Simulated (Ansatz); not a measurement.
Take MgO in the rock salt structure (space group Fm-3m, No. 225; a = 4.2141 Å) as the base.

The values are results of DFT with PBEsol, PAW potentials and a 420 eV plane-wave cutoff in Ansatz (a first-principles code), no spin-orbit coupling, not measurements.

Modification: Ca takes the place of Mg on all its sites; the structure is relaxed again.

Measured lattice parameter a: MgO 4.189 Å (static lattice; corrected from measurement; as listed in Daniel Mejia-Rodriguez, S. B. Trickey, Phys. Rev. B (2018)); CaO 4.781 Å (static lattice; corrected from measurement; as listed in Wei Chen et al., Physical Review Materials (2018)).

Q: How well does PBEsol reproduce the measured shift?

A: With PBEsol the lattice parameter a moves by +0.553 Å (4.214 → 4.767) against +0.592 Å measured.

Whether these cells are dynamically stable was not tested.
